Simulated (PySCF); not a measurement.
**COP−: a look at the electrons**

For COP−, the scripts below compute its lowest excited states, treat its π system by CASSCF and NEVPT2 and see where an electron leaves and enters.

Computed with PySCF 2.14.0. Level: levels as typed in each script, gas phase, geometry from GFN2-xTB.

## 1. Starting geometry

SMILES `[O-]C#P`, 3 atoms, charge -1, spin multiplicity 1.

Bond lengths: O1–C2 1.191 Å, C2–P3 1.580 Å. Angles: O1–C2–P3 180.0°.

Coordinates:

```xyz
3

O    -1.68015    0.00001    0.00000
C    -0.48869   -0.00002    0.00000
P     1.09156    0.00000    0.00000
```

## 2. Excited states (wB97X/def2-svpd)

File input.py:

```python
import numpy as np
from pyscf import gto, scf, dft, tdscf
from pyscf.scf import atom_ks, atom_hf
from scipy.linalg import block_diag

def solve(mol, dm0=None, hcore=None):
    mf = (dft.UKS if mol.spin else dft.RKS)(mol, xc='wb97x')
    mf.grids.level = 3
    mf = mf.density_fit(auxbasis='def2-universal-jkfit')
    mf.conv_tol, mf.max_cycle = 1e-8, 80
    if hcore is not None:
        mf.get_hcore = lambda *args: hcore
    mf.kernel(dm0)
    if not mf.converged:
        mf = mf.newton().run(mf.mo_coeff, mf.mo_occ, max_cycle=30)
    assert mf.converged, 'SCF not converged'
    return mf

mol = gto.M(atom='''
O     -1.68015     0.00001     0.00000
C     -0.48869    -0.00002     0.00000
P      1.09156     0.00000     0.00000
''', basis='def2-svpd', charge=-1, spin=0, verbose=4)
mf = solve(mol)
td = mf.TDA()
td.nstates, td.singlet, td.conv_tol = 5, True, 1e-5
td.kernel()
td.analyze()
x, y = np.array([p[0] for p in td.xy]), np.array([p[1] + 0 * p[0] for p in td.xy])
f, mu = td.oscillator_strength(), td.transition_dipole()
nto = [td.get_nto(state=i + 1, verbose=4) for i in range(len(td.e))]
# spherically averaged free atoms, for the promolecule
atm = atom_ks.get_atm_nrks(mol, xc='wb97x')
pro = block_diag(*[(atm[a[0]][2] * atm[a[0]][3]) @ atm[a[0]][2].T for a in mol._atom])
np.savez('result.npz', e=td.e, f=f, ok=td.converged, w=[n[0] for n in nto], nto=[n[1] for n in nto], x=x, y=y, c=mf.mo_coeff, occ=mf.mo_occ, eps=mf.mo_energy, pro=pro, mu=mu)
```

Started as:

```sh
> OMP_NUM_THREADS=1 python input.py
```

## 4. The π active space (def2-tzvp)

File input.py:

```python
import numpy as np
from pyscf import gto, scf, dft, mcscf, mrpt
from pyscf.mcscf import avas

def solve(mol, dm0=None, hcore=None):
    mf = scf.ROHF(mol) if mol.spin else scf.RHF(mol)
    mf = mf.density_fit(auxbasis='def2-universal-jkfit')
    mf.conv_tol, mf.max_cycle = 1e-8, 80
    if hcore is not None:
        mf.get_hcore = lambda *args: hcore
    mf.kernel(dm0)
    if not mf.converged:
        mf = mf.newton().run(mf.mo_coeff, mf.mo_occ, max_cycle=30)
    assert mf.converged, 'SCF not converged'
    return mf

mol = gto.M(atom='''
O     -1.68015     0.00001     0.00000
C     -0.48869    -0.00002     0.00000
P      1.09156     0.00000     0.00000
''', basis='def2-tzvp', charge=-1, spin=0, verbose=4)
mf = solve(mol)
ncas, nel, orbs = avas.avas(mf, ['C 2pz', 'O 2pz', 'P 3pz'], threshold=0.5, openshell_option=3)
print('active space', nel, ncas)
assert 2 <= ncas <= 10, 'active space too large or empty'
mc = mcscf.CASSCF(mf, ncas, nel)
mc.natorb, mc.max_cycle_macro = True, 60
mc.fix_spin_(ss=mol.spin / 2 * (mol.spin / 2 + 1))
mc.kernel(orbs)
occ = mc.mo_occ[mc.ncore:mc.ncore + ncas]
print('natural occupations', occ.round(4))
e2 = mrpt.NEVPT(mc).kernel()
out = dict(c=mc.mo_coeff[:, mc.ncore:mc.ncore + ncas], occ=occ, e=mc.e_tot, e2=e2, ehf=mf.e_tot, ok=mc.converged, nel=nel, w0=abs(mc.ci).max() ** 2, dm=mc.make_rdm1())
# the other spin state at the same geometry
other = mol.copy().set(spin=2).build()
mo = scf.ROHF(other).density_fit(auxbasis='def2-universal-jkfit').run()
na = (nel + other.spin) // 2
m2 = mcscf.CASSCF(mo, ncas, (na, nel - na))
m2.natorb = True
m2.fix_spin_(ss=other.spin / 2 * (other.spin / 2 + 1))
m2.kernel(mc.mo_coeff)
e2o = mrpt.NEVPT(m2).kernel()
print('other state above this one / eV: CASSCF', (m2.e_tot - mc.e_tot) * 27.211386, 'NEVPT2', (m2.e_tot + e2o - mc.e_tot - e2) * 27.211386)
np.savez('result.npz', eo=m2.e_tot, e2o=e2o, oko=m2.converged, occo=m2.mo_occ[mc.ncore:mc.ncore + ncas], co=m2.mo_coeff[:, mc.ncore:mc.ncore + ncas], **out)
```

## 6. Removing and adding an electron (wB97X/6-31+g*)

File input.py:

```python
import numpy as np
from pyscf import gto, scf, dft
from pyscf.scf import atom_ks, atom_hf
from scipy.linalg import block_diag

def solve(mol, dm0=None, hcore=None):
    mf = (dft.UKS if mol.spin else dft.RKS)(mol, xc='wb97x')
    mf.grids.level = 3
    mf = mf.density_fit(auxbasis='def2-universal-jkfit')
    mf.conv_tol, mf.max_cycle = 1e-8, 80
    if hcore is not None:
        mf.get_hcore = lambda *args: hcore
    mf.kernel(dm0)
    if not mf.converged:
        mf = mf.newton().run(mf.mo_coeff, mf.mo_occ, max_cycle=30)
    assert mf.converged, 'SCF not converged'
    return mf

mol = gto.M(atom='''
O     -1.68015     0.00001     0.00000
C     -0.48869    -0.00002     0.00000
P      1.09156     0.00000     0.00000
''', basis='6-31+g*', charge=-1, spin=0, verbose=4)
mf = solve(mol)
out = dict(e0=mf.e_tot, dm0=mf.make_rdm1(), c=mf.mo_coeff, occ=mf.mo_occ, eps=mf.mo_energy)
for name, dq, spin in [('cation', 1, 1)]:
    ion = mol.copy().set(charge=mol.charge + dq, spin=spin).build()
    mi = solve(ion)
    if spin and dq > 0 and mol.nao < 130:
        c, _, stable, _ = mi.stability(return_status=True)
        if not stable:
            mi = solve(ion, mi.make_rdm1(c, mi.mo_occ))
    print(name, 'vertical energy change / eV', (mi.e_tot - mf.e_tot) * 27.211386)
    out.update({'e_' + name: mi.e_tot, 'dm_' + name: mi.make_rdm1(), 's2_' + name: mi.spin_square()[0], 'eps_' + name: mi.mo_energy, 'occ_' + name: mi.mo_occ})
# spherically averaged free atoms, for the promolecule
atm = atom_ks.get_atm_nrks(mol, xc='wb97x')
pro = block_diag(*[(atm[a[0]][2] * atm[a[0]][3]) @ atm[a[0]][2].T for a in mol._atom])
np.savez('result.npz', pro=pro, **out)
```

(Steps that only read results are left out.)

What does the calculation give? Wanted: lowest singlet excitation; triplet less singlet, CASSCF and NEVPT2; weight of the leading determinant.

As calculated:

| quantity | value |
| --- | --- |
| lowest singlet excitation (wB97X/def2-svpd) | 4.25 eV |
| triplet less singlet, CASSCF and NEVPT2 (def2-tzvp) | +3.80 and +4.19 eV |
| weight of the leading determinant | 0.98 |

What this shows: All values hold at the given geometry, in the gas phase.
